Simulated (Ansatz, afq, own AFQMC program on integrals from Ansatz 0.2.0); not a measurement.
# AlH₂O, doublet in cc-pVDZ along one coordinate

```xyz
4

Al    0.0000   -0.0790    0.6344
O     0.0000    0.0002   -1.0633
H     0.0000    1.3020    1.4673
H     0.0000    0.8101   -1.5729
```

The Al1–O2 distance is changed with both sides rigid. Energies in kJ/mol count from this geometry (1.700 Å) at the same level; the start stands on UHF, each point on the determinant named.

Basis cc-pVDZ. Noble-gas cores (and the filled d shells of Ga–Kr and In–Xe) are frozen. AFQMC by an in-house program on the Cholesky factors that Ansatz 0.2.0 writes for its CCSD(T) run. The CISD trial takes its coefficients from CCSD amplitudes. Released means that phaseless walkers are propagated on without the constraint, phases kept. ± is one standard error of the sampling.

Cautions, each for one point or more: an unrestricted solution with more broken spin lies lower; higher spins were not checked; strong correlation; the search met a lower determinant of the same kind, perhaps of another symmetry, and this one is a saddle point; unrestricted determinant spin contaminated.

```csv
r(Al1–O2) / Å,det.,T1,weight,⟨S²⟩,CCSD(T),ph-AFQMC/CISD,released AFQMC,CCSDT(Q),PBE,PBE0
1.562,UHF,0.016,0.91,0.76,51.5,52.9 ± 2.0,53.5 ± 2.1,51.8,51.8,46.9
1.880,UHF,0.021,0.90,0.76,16.1,17.3 ± 2.1,–,15.6,13.2,19.6
2.350,UHF,0.033,0.88,0.76,188.9,192.5 ± 2.6,185.5 ± 4.4*,185.3,169.4,193.3
3.079,UHF,0.051,0.83,0.99,337.5,338.6 ± 2.0,–,337.1,334.6,351.9
4.496,UHF†,0.052,0.83,0.91,338.4,341.5 ± 2.1,338.1 ± 2.7*,339.5,392.5,380.3
```

Weight is that of the determinant in the CISD state; at the start T1 is 0.018 and the weight 0.91, and ⟨S²⟩ is 0.76. An asterisk marks released energies that aren't shown to be converged. A dagger marks points whose determinant fills other symmetries than the start's, so the wave-function levels may follow another state there, or a degenerate partner. A dash marks a missing value, a released energy that hasn't settled or a functional that sits on another state. Largest departures from CCSDT(Q), at the points where its series has closed: CCSD(T) 3.6 kJ/mol at 2.350 (on UHF), ph-AFQMC/CISD 7.3 kJ/mol at 2.350 (on UHF), PBE -15.9 kJ/mol at 2.350, PBE0 8.1 kJ/mol at 2.350. Functionals count only at points shown to share the start's state and spin. In this small basis the wave-function levels are far from their limit, so their gap to the functionals isn't the functionals' error.

Some points may be missing: those where a free walk finds a much lower state, and past Zn most of those on another determinant than at the start.

A walk keeps the symmetry of its determinant, which the program's search chose and which needn't be the lowest solution, so a lower state of the same spin and another symmetry isn't excluded.
